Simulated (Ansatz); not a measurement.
A ladder of methods for CH3B (SMILES B[CH])

CH3B: 5 atoms, total charge 0, spin state triplet. SMILES: `B[CH]`. The coordinates come from a GFN2-xTB relaxation.

```xyz
5

B    -0.3524   -0.4014   -0.0714
C     0.5075    0.7795   -0.1420
H    -0.3085   -1.1182    0.8668
H    -1.1046   -0.6727   -0.9314
H     1.2581    1.4128    0.2779
```

Quantity: the energy change with the B1–C2 bond stretched from 1.463 to 2.925 Å, in eV. The values are calculated.

```json
{"level": "U-revPBE/STO-3G", "kind": "GGA", "program": "Ansatz", "value (eV)": "6.38"}
{"level": "U-r2SCAN0/STO-3G", "kind": "hybrid meta-GGA", "program": "Ansatz", "value (eV)": "6.51"}
{"level": "UBHLYP/STO-3G", "kind": "global hybrid", "program": "Ansatz", "value (eV)": "6.38"}
{"level": "RPA@PBE/STO-3G", "kind": "RPA", "program": "Ansatz", "value (eV)": "6.00"}
{"level": "UBCCD(T)/STO-3G", "kind": "coupled cluster or CI", "program": "Ansatz", "value (eV)": "5.68"}
{"level": "UCCSD(T)/STO-3G", "kind": "coupled cluster or CI", "program": "Ansatz", "value (eV)": "5.68"}
{"level": "UCCSDT(Q)/STO-3G", "kind": "coupled cluster or CI", "program": "Ansatz", "value (eV)": "?"}
{"level": "FCI/STO-3G", "kind": "exact in the basis", "program": "Ansatz", "value (eV)": "5.63"}
```

**Question.** Estimate the missing values from the other rows.

**Answer.** As computed at these levels: UCCSDT(Q)/STO-3G: 5.64 eV. The first shape isn't each level's own minimum. The values span 5.63 to 6.51 eV. Spin contamination of the reference (⟨S²⟩ at least 0.1 too high) touches U-revPBE/STO-3G, U-r2SCAN0/STO-3G, UBHLYP/STO-3G, RPA@PBE/STO-3G, UBCCD(T)/STO-3G, UCCSD(T)/STO-3G, UCCSDT(Q)/STO-3G. All rows use very small basis sets, so even the best lies far from the true value.
